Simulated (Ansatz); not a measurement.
The input, for Ansatz 0.2.0:

```yaml
crystal:
  periodic: [false, false, false]
  atoms:
    - {symbol: P, position_ang: [0.000000, 0.000000, 0.000000]}
    - {symbol: H, position_ang: [0.000000, 0.000000, 2.339000]}
basis:
  gaussian: {orbitals: aug-cc-pVDZ}
total_charge: -1
magnetization: {spin_polarized: true, initial_magnetization: 1}
correlation: {method: ccsdtq, electrons: outside_noble_gas}
```

```sh
$ ansatz run in.yaml --threads 2 --pin off --events-out ev --progress --plain --max-ram 24576MiB --backend cuda --devices 0, --max-vram 18GiB
```

The program prints:

```
596 factors; integrals over basis functions are off by at most 2.4e-7 eV
mean field evaluation 1: about -9283.1082 eV, gradient 1.0e1 eV
mean field evaluation 2: about -9283.1073 eV, gradient 1.0e1 eV
mean field evaluation 4: about -9284.4259 eV, gradient 1.4e0 eV
mean field evaluation 8: about -9284.4822 eV, gradient 5.1e-1 eV
mean field evaluation 16: about -9284.8555 eV, gradient 1.5e-6 eV
mean field evaluation 32: about -9284.4802 eV, gradient 6.7e-1 eV
mean field evaluation 64: about -9284.8053 eV, gradient 9.3e-1 eV
mean field evaluation 96: about -9283.8062 eV, gradient 4.6e0 eV
mean field evaluation 128: about -9284.5227 eV, gradient 2.9e0 eV
mean field evaluation 160: about -9284.3228 eV, gradient 2.1e0 eV
...
mean field -9284.85552286 eV, -341.2121469641 hartree, gradient 1.6e-6 eV, S^2 1.379019; 26 other end points of the search recorded, 0 dependent functions left out
determinant -9284.85552286 eV, -341.2121469641 hartree, with singles and doubles -9288.55824436 eV, -341.3482194692 hartree
determinant -9284.61043045 eV, -341.2031399841 hartree, with singles and doubles -9288.48757577 eV, -341.3456224464 hartree
determinant -9284.42122451 eV, -341.1961867940 hartree, with singles and doubles -9287.86186603 eV, -341.3226280377 hartree
determinant -9284.19603004 eV, -341.1879110499 hartree, with singles and doubles -9287.65530345 eV, -341.3150370029 hartree
determinant -9283.36685672 eV, -341.1574394924 hartree, with singles and doubles -9286.47262902 eV, -341.2715745193 hartree
determinant -9282.78923264 eV, -341.1362121990 hartree, with singles and doubles -9286.74090798 eV, -341.2814335893 hartree
determinant -9282.71187736 eV, -341.1333694448 hartree, with singles and doubles -9286.35999854 eV, -341.2674354254 hartree
determinant -9281.92066016 eV, -341.1042927491 hartree, with singles and doubles -9284.76577260 eV, -341.2088487027 hartree
determinant -9281.68718010 eV, -341.0957125152 hartree, with singles and doubles -9284.64928163 eV, -341.2045677385 hartree
determinant -9281.65467125 eV, -341.0945178369 hartree, with singles and doubles -9285.67052066 eV, -341.2420975808 hartree
determinant -9281.62217929 eV, -341.0933237794 hartree, with singles and doubles -9285.54506111 eV, -341.2374870272 hartree
determinant -9281.50711730 eV, -341.0890953293 hartree, with singles and doubles -9284.31551522 eV, -341.1923020493 hartree
determinant -9284.85552286 eV, -341.2121469641 hartree, with singles and doubles -9288.58751223 eV, -341.3492950436 hartree
determinant -9284.61043045 eV, -341.2031399841 hartree, with singles and doubles -9288.53423952 eV, -341.3473373079 hartree
determinant -9284.45151883 eV, -341.1973000898 hartree, with singles and doubles -9288.59033361 eV, -341.3493987276 hartree
determinant -9284.45151883 eV, -341.1973000898 hartree, with singles and doubles -9288.59550304 eV, -341.3495887004 hartree
5 core orbitals not correlated: weight in the atoms' cores, before any rotation towards them, 1.000 or more for the frozen orbitals, at most 0.000 for the correlated occupied ones
reference -9284.85552286 eV, -341.2121469641 hartree; 4, 3 occupied and 27, 28 virtual orbitals, 596 factors
second order -2.77207113 eV of doubles, -0.00000000 eV of singles
...
cycle  22  -4.01087651 eV  change    3.0e-5 eV  update   1.3e-5
cycle  23  -4.01086773 eV  change    8.8e-6 eV  update   7.2e-6
cycle  24  -4.01087298 eV  change   -5.2e-6 eV  update   4.3e-6
cycle  25  -4.01087730 eV  change   -4.3e-6 eV  update   3.1e-6
cycle  26  -4.01088164 eV  change   -4.3e-6 eV  update   2.0e-6
cycle  27  -4.01088476 eV  change   -3.1e-6 eV  update   1.3e-6
cycle  28  -4.01088679 eV  change   -2.0e-6 eV  update   8.2e-7
cycle  29  -4.01088770 eV  change   -9.1e-7 eV  update   5.7e-7
cycle  30  -4.01088823 eV  change   -5.3e-7 eV  update   3.6e-7
cycle  31  -4.01088848 eV  change   -2.5e-7 eV  update   2.4e-7
Total energy: -9288.86641134 eV, -341.3595443971 hartree
```

The determinant's ⟨S²⟩ is 1.38 against 0.75 for a pure state. The T1 diagnostic is 0.107.

For the same geometry and basis full CI lies 1.4 meV lower.

Ran on 2 threads of AMD EPYC 7R13 with a shared H100 80 GB, shared host: 41 s wall, 0.85 GiB peak host memory.
